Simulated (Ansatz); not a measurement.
# LiMgH (singlet): wave-function methods side by side at distance Li1–Mg2 = 3.783 Å, cc-pVTZ

How much of the correlation energy of LiMgH (singlet) does each wave-function method recover here?

Program: Ansatz 0.2.0, Gaussian basis. Level of theory: cc-pVTZ, core rule «outside noble gas», up to 6 orbitals frozen. These are calculated values, not measurements.

To be run: UHF; CCSD(T) on RHF; CCSD(T) on UHF; BCCD(T) on RHF; CCSDT(Q) on RHF; CCSDT(Q) on UHF; Full CI.

39 further runs of the same task are left out: 22 for a known fault of the program, 9 that didn't finish, 8 set aside as unsound or not needed. Runs told in other sessions of the task aren't counted.

### 1 The geometry

The geometry derives from a PBE0/def2-TZVP stationary point (not a proven minimum). One bond is set to the value named and the two fragments are kept rigid.

3 atoms, charge 0, spin multiplicity 1.

Atoms are counted from 1 here; the program's logs count them from 0.

Bond lengths: Mg2–H3 1.746 Å.

### 2 UHF

in.yaml reads:

```yaml
crystal:
  periodic: [false, false, false]
  atoms:
    - {symbol: Li, position_ang: [0.000000, 0.000000, 3.104100]}
    - {symbol: Mg, position_ang: [0.000000, 0.000000, -0.678900]}
    - {symbol: H, position_ang: [0.000000, 0.000000, -2.425200]}
basis:
  gaussian: {orbitals: cc-pVTZ}
magnetization: {spin_polarized: true, initial_magnetization: 0}
hamiltonian: {xc: hf}
output: {orbitals: {seedname: orbitals}}
```

Launch:

```console
$ ansatz run in.yaml --threads 1 --pin off --events-out ev --progress --plain --max-ram 2393MiB
```

Further steps of the session: CCSD(T) on RHF; CCSD(T) on UHF; BCCD(T) on RHF; CCSDT(Q) on RHF; CCSDT(Q) on UHF; Full CI.

**Question.** What will the summary of the whole plan be? Wanted: FCI from the RHF energy; RMP2 from FCI; UMP2 from FCI; RCCSD from FCI; RCCSD(T) from FCI; UCCSD(T) from FCI; RCCSDT(Q) from FCI; UCCSDT(Q) from FCI; T1 diagnostic.

As calculated:

| quantity | value |
| --- | --- |
| FCI from the RHF energy | -1.9511 eV |
| RMP2 from FCI | +522.6 meV |
| UMP2 from FCI | +716.8 meV |
| RCCSD from FCI | +42.6 meV |
| RCCSD(T) from FCI | +11.6 meV |
| UCCSD(T) from FCI | +16.8 meV |
| RCCSDT(Q) from FCI | +0.4 meV |
| UCCSDT(Q) from FCI | +1.6 meV |
| levels within 1 kcal/mol (43 meV) | RCCSD, RCCSD(T), UCCSD(T), BCCD(T), RCCSDT, UCCSDT, RCCSDT(Q), UCCSDT(Q) |
| T1 diagnostic | 0.017 |
| effectively unpaired electrons | 0.15 |

RCCSD(T) misses by +11.6 meV, 0.6 % of the correlation energy. One determinant dominates. These misses are within one basis, not against nature.
